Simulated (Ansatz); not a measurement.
# CH7BSi: the cost of one run

The runs use Ansatz 0.2.0, Gaussian basis; the settings change from run to run.

1 further run of the same task is left out (it didn't finish).

## (1) The molecule

The structure was relaxed beforehand with PBE0-D4 in a triple-zeta def2 set.

SMILES `BC[SiH3]`, 10 atoms, charge 0, spin multiplicity 1.

Atoms are counted from 1 here; the program's logs count them from 0.

Bond lengths: B1–C2 1.532 Å, B1–H4 1.198 Å, B1–H5 1.198 Å, C2–Si3 1.896 Å, C2–H6 1.094 Å, C2–H7 1.094 Å, Si3–H8 1.486 Å, Si3–H9 1.486 Å, Si3–H10 1.486 Å. Angles: C2–B1–H4 120.7°, C2–B1–H5 120.6°, H4–B1–H5 118.6°, B1–C2–Si3 106.4°, B1–C2–H6 115.0°, B1–C2–H7 115.0°, Si3–C2–H6 104.4°, Si3–C2–H7 104.2°, H6–C2–H7 110.5°, C2–Si3–H8 110.8°, C2–Si3–H9 108.7°, C2–Si3–H10 111.0°, H8–Si3–H9 108.8°, H8–Si3–H10 108.7°, H9–Si3–H10 108.7°.

## (2) wB97M-V/aug-cc-pVTZ

Set apart from the defaults: atoms shaken by 0.08 Å, the search for lower states set to light.

Input file in.yaml:

```yaml
crystal:
  periodic: [false, false, false]
  atoms:
    - {symbol: B, position_ang: [-0.351117, -0.941443, -1.171871]}
    - {symbol: C, position_ang: [0.494591, -0.763908, 0.013875]}
    - {symbol: Si, position_ang: [-0.056797, 1.027020, 0.833296]}
    - {symbol: H, position_ang: [-1.342132, -1.370923, -1.504235]}
    - {symbol: H, position_ang: [0.329242, -0.330226, -2.328815]}
    - {symbol: H, position_ang: [1.421969, -0.471283, 0.010225]}
    - {symbol: H, position_ang: [0.246096, -1.406877, 0.823323]}
    - {symbol: H, position_ang: [-1.513671, 0.871659, 1.015909]}
    - {symbol: H, position_ang: [0.369156, 1.173951, 2.149758]}
    - {symbol: H, position_ang: [0.341824, 2.010445, -0.233148]}
basis:
  gaussian: {orbitals: aug-cc-pVTZ}
hamiltonian: {xc: {name: wB97M-V}}
scf: {lower_state_search: light}
```

On the command line:

```bash
$ ansatz run in.yaml --threads 2 --pin off --events-out ev --progress --plain --max-ram 4352MiB
```

What time and memory should one allow on 2 threads of Arm Neoverse V1, shared host?

About 20 s, with a peak of 0.91 GiB.
